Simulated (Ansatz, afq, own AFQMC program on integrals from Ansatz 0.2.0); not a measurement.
**SiH₂, singlet: AFQMC among the cluster methods**

```json
{"atom": "Si", "x (Å)": "0.0000", "y (Å)": "-0.0921", "z (Å)": "0.0210"}
{"atom": "H", "x (Å)": "0.0000", "y (Å)": "1.5905", "z (Å)": "-1.6974"}
{"atom": "H", "x (Å)": "0.0000", "y (Å)": "0.9752", "z (Å)": "1.1111"}
```

Basis cc-pVDZ. Only valence electrons are correlated. Ansatz 0.2.0 and our own AFQMC program on the same integrals; the CISD trial comes from CCSD amplitudes, and released means the phaseless constraint is let go. Error bars are statistical, one sigma.

Determinant: RHF, the one that the program's search chose, which needn't be the lowest solution. The geometry is a point of a scan.

Full CI on the same integrals is exact in this basis and with this determinant's frozen core.

Cautions: restricted determinant unstable towards unrestricted (UHF 322 meV lower, ⟨S²⟩ 0.69); strong correlation (T1 0.033, weight of the determinant 0.86, largest double 0.24).

```
T1 diagnostic                               : 0.0326
weight of the determinant in the CISD state : 0.856
size of the correlated space                : 6 electrons in 23 orbitals
```

```
  level  correlation energy (eV)
    MP2                  -2.5198
   CCSD                  -3.5325
CCSD(T)                  -3.6432
```

(1) Estimate where AFQMC with the constraint released lies against CCSD(T) on the same integrals.

(1) 22.6 ± 2.6 meV below CCSD(T).

Reference: full CI, correlation energy -3.675 eV. The released energy is read at 2.40 1/Eh (meV from the phaseless value at times in 1/Eh: -4 ± 3 at 0.24, -7.4 ± 1.9 at 0.51, -11.9 ± 2.1 at 0.99, -16.6 ± 2.0 at 1.62, -16 ± 3 at 2.40).

```json
{"level": "CCSD(T)", "E − E(reference) (meV)": "31.8", "share of correlation (%)": "99.14"}
{"level": "CCSDT", "E − E(reference) (meV)": "4.4", "share of correlation (%)": "99.88"}
{"level": "CCSDT(Q)", "E − E(reference) (meV)": "0.3", "share of correlation (%)": "99.99"}
{"level": "CCSDTQ", "E − E(reference) (meV)": "0.0", "share of correlation (%)": "100.00"}
{"level": "ph-AFQMC/HF", "E − E(reference) (meV)": "35.6 ± 22.8", "share of correlation (%)": "99.03"}
{"level": "ph-AFQMC/CISD", "E − E(reference) (meV)": "25.5 ± 2.9", "share of correlation (%)": "99.31"}
{"level": "released AFQMC", "E − E(reference) (meV)": "9.2 ± 2.6", "share of correlation (%)": "99.75"}
```

CCSDT and higher add their correlation energy to the determinant of the CCSD(T) run, since their own runs factorise the integrals more tightly (a shift of under 2 meV). A walk keeps the symmetry of its determinant, which the program's search chose and which needn't be the lowest solution, so a lower state of the same spin and another symmetry isn't excluded. Released energies are given only where the last usable release times agree within the noise; a slower fall can still hide under it.
